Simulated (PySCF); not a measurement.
**C3H8N: g tensor and hyperfine couplings**

Species: C₃H₈N (doublet state).
Numbering: `[CH3:1][CH:2][CH2:3][NH2:4]` (hydrogens: H5, H6, H7 on C1; H8 on C2; H9, H10 on C3; H11, H12 on N4)

Cartesian coordinates in Å at the GFN2-xTB level; atoms count from 1:
```
atom  x, y, z in Å
C1    -1.7602   -0.2558   -0.2965
C2    -0.4247   -0.3488    0.3294
C3     0.7125    0.4751   -0.1340
N4     1.9543    0.0531    0.4951
H5    -2.2455   -1.2328   -0.3298
H6    -1.6918    0.1412   -1.3084
H7    -2.4265    0.4032    0.2751
H8    -0.3039   -0.9034    1.2424
H9     0.7514    0.4553   -1.2433
H10    0.5632    1.5350    0.1418
H11    2.1382   -0.9225    0.2869
H12    2.7341    0.5998    0.1475
```

The hyperfine couplings belong to this conformer and change with its torsions.

Computed, not measured: UKS B3LYP, pcH-1 on C H N, non-relativistic, mean-field spin-orbit, GIAO in PySCF. One conformer (not necessarily the lowest) at the GFN2-xTB geometry, without solvent, vibrations or thermal averaging. The geometry wasn't refined by DFT: couplings that depend on bond lengths, twists or pyramidal angles can differ widely from those at the functional's own minimum. No stability test was run, so a lower SCF solution isn't excluded.

```json
{"g1, g2, g3": "2.00219, 2.00279, 2.00289", "g_iso": "2.00262", "Form of g": "rhombic: the two nearest values differ by 15 % of g3 − g1", "⟨S²⟩": "0.7538 (exact 0.7500)", "α and β electrons": "17, 16", "Total energy": "-173.84124 Eh"}
```

Isotropic coupling and dipolar principal values T1 to T3, in MHz:

```
atom  isotope  a_iso     T1     T2     T3  Mulliken spin population
  C1      13C  -33.5   -2.3    0.1    2.2                     -0.08
  C2      13C   95.9  -80.8  -80.1  160.9                      1.02
  C3      13C  -36.2   -1.8   -0.9    2.7                     -0.08
  N4      14N    5.1   -0.6   -0.3    0.9                      0.00
  H5       1H   66.4   -4.8   -4.6    9.4                      0.02
  H6       1H   15.0   -4.6   -4.0    8.6                      0.01
  H7       1H  140.4   -5.3   -3.2    8.5                      0.06
  H8       1H  -60.1  -38.6    0.0   38.6                     -0.04
  H9       1H   74.0   -5.1   -4.5    9.5                      0.03
 H10       1H  138.9   -5.3   -2.8    8.1                      0.06
 H11       1H   -0.9   -4.2   -3.2    7.4                      0.01
 H12       1H   -1.4   -2.0   -1.6    3.6                      0.00
```

Largest spin populations (Mulliken): C2 (+1.02), C3 (-0.08), C1 (-0.08) and H10 (+0.06). No atom but C2 exceeds +0.15. The positive populations add up to 1.21 and the negative ones to -0.21, together 2S = 1. The angles at C2 add up to 359.2°, so it is planar; its axial dipolar tensor and the negative coupling of its proton fit spin in a p orbital normal to that plane.

Axes: g3 points within 6° of the C2–H8 bond.

Under fast tumbling the dipolar parts average out, and these isotropic splittings remain: 2 × 1H (H9/H10, I = 1/2, 3 lines) with 3.80 mT, 3 × 1H (H5/H6/H7, I = 1/2, 4 lines) with 2.64 mT, 1 × 1H (H8, I = 1/2, 2 lines) with 2.14 mT, 1 × 14N (N4, I = 1, 3 lines) with 0.18 mT and 2 × 1H (H11/H12, I = 1/2, 3 lines) with 0.04 mT.

Nuclei that the bonding pattern makes equivalent are averaged, as if the motion that swaps them (rotation, inversion, ring flip) were fast. The three 1H nuclei of mean +73.9 MHz run from 15.0 to 140.4 MHz in the frozen geometry. The 1H value of +106.5 MHz is a mean of couplings from 74.0 to 138.9 MHz in this one geometry, not an average over conformers.

The 13C coupling of C2 (95.9 MHz) shows only in satellite lines or after enrichment, since that isotope makes up about 1.07 % of natural carbon.

Time: 16 s. Hardware: Arm Neoverse V1, one thread, no GPU, on a shared host.
